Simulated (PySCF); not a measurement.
C₄H₆ClN.
Geometry (GFN2-xTB, Å), atoms numbered from 1 in this order:
```xyz
12
C4H6ClN angstrom
C      0.796   -0.930   -0.438
C      0.080    0.291    0.049
C     -1.342    0.169    0.393
N     -2.075   -0.852    0.333
C      0.655    1.489    0.190
Cl     2.300    1.826   -0.161
H      0.321   -1.306   -1.344
H      1.836   -0.708   -0.656
H      0.756   -1.714    0.318
H     -1.821    1.080    0.743
H     -1.616   -1.699    0.002
H      0.111    2.351    0.544
```

Method used: TDDFT CAM-B3LYP/def2-SVPD, vertical, gas phase, core orbitals frozen in the response in PySCF.

Computed singlets:

| state | E (eV) | f |
| --- | --- | --- |
| S1 | 4.73 | 0.0030 |
| S2 | 5.85 | 0.575 |
| S3 | 6.87 | 0.0037 |
| S4 | 6.88 | 0.0007 |
| S5 | 7.09 | 0.0017 |
| S6 | 7.50 | 0.024 |
| S7 | 7.71 | 0.0052 |
| S8 | 7.76 | 0.0034 |

Task: How much of the mean static polarisability do these states give, one by one?

Result: Each state adds f / ΔE² (ΔE in hartree, 27.2114 eV).

```tsv
state	f/ΔE² (au)	running sum (au)	running share of α (%)
S1	0.10	0.10	0.1
S2	12.46	12.56	17.1
S3	0.06	12.62	17.1
S4	0.01	12.63	17.1
S5	0.02	12.65	17.2
S6	0.31	12.96	17.6
S7	0.07	13.03	17.7
S8	0.04	13.07	17.7
```

The full response gives 73.65 au (10.91 Å³), so 60.6 au comes from the higher roots of the same equations.

Task: By how much does the contribution of these states grow at 532 nm?

Result: With ω = 0.0856 hartree each state's term in the mean polarisability goes from f / ΔE² to f / (ΔE² − ω²); the sum over all 8 states goes from 13.07 to 15.51 au, a rise of 2.44 au.

The largest single term belongs to S2, which also has the largest f.

The run took 21 s of wall time on Arm Neoverse V2, one thread (shared host).

One conformer stands for the species.
